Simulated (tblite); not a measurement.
C4H4ClF.
SMILES: `CC=C=C(F)Cl`

The geometry is computed with GFN2-xTB (gas phase).

Take the most abundant isotopes and a rigid rotor. 

(1) Give the principal moments of inertia and the rotational constants in cm⁻¹.

(2) Classify the top.

(3) Is it planar, by Δ = Ic − Ia − Ib?

(4) Give the other two planar moments, Paa and Pbb, and the rms extents of the mass along the axes.

(5) List the rotational levels J(Ka,Kc) to J = 3 (K).

(6) Estimate the classical rotational partition function at 10 K, 50 K and 200 K.

Answers

(1) Ia = 94.36, Ib = 341.27, Ic = 408.58 u·Å²; 505379 MHz·u·Å²/I gives 5356, 1481 and 1237 MHz, that is A = 0.17865, B = 0.04940, C = 0.04126 cm⁻¹.

(2) An asymmetric top: κ = (2 × 1481 − 5356 − 1237)/(5356 − 1237) = -0.88.

(3) Not planar: Δ = Ic − Ia − Ib = -27.04 u·Å². For a rigid frame Δ = −2 Σ m c², so Σ m c² = 13.52 u·Å² lies off the ab plane: 5.07 from hydrogen and 8.46 from heavier atoms. The atom farthest from that plane is 1.57 Å away.

(4) Paa = Σ m a² = (Ib + Ic − Ia)/2 = 327.74 and Pbb = Σ m b² = (Ia + Ic − Ib)/2 = 80.84 u·Å². With the mass M = 106.00 u, the rms extents √(P/M) along a, b and c are 1.76, 0.87, 0.36 Å.

(5) Above 0(0,0), as E/k:
J = 1: 1(0,1) 0.130, 1(1,1) 0.316, 1(1,0) 0.328
J = 2: 2(0,2) 0.391, 2(1,2) 0.566, 2(1,1) 0.601, 2(2,1) 1.159, 2(2,0) 1.159
J = 3: 3(0,3) 0.780, 3(1,3) 0.939, 3(1,2) 1.009, 3(2,2) 1.550, 3(2,1) 1.553, 3(3,1) 2.509, 3(3,0) 2.509
Those of J = 1 are B + C, A + C and A + B.

(6) Point group C1, symmetry number σ = 1; q = (√π/σ)·√((kT/h)³/(ABC)), k/h = 20836.6 MHz/K: 1700 at 10 K, 19000 at 50 K, 152000 at 200 K.

Its GFN2-xTB frequencies are all real (lowest 96 cm⁻¹). No vibrational averaging or centrifugal distortion is included, and the geometry carries the error of its method.
